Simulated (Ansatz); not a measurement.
Results of PBEsol in Ansatz (PAW) for fcc Ir.

A relaxed, unreconstructed slab of the (311) face has 11 atoms, two equal faces of 12.170 Å² each and an energy of -129784.3169 eV. A bulk cell of 11 atoms with the same orientation and in-plane k mesh has -129789.3981 eV. Energies are extrapolated to zero smearing.

Numerical settings: plane-wave cutoff 500 eV, 22×22×1 k mesh (along the axes of the cell as run), Fermi–Dirac smearing 0.1 eV, scalar-relativistic PAW data made under PBE.

Worked out: γ = (E_slab − N E_bulk per atom)/2A = [-129784.3169 − 11 × (-129789.3981/11)]/(2 × 12.170) = 0.2088 eV/Å². With 16.022 J/m² per eV/Å² this is 3.34 J/m², or 2.54 eV per surface cell and face.

Ansatz is a program for electronic structure.
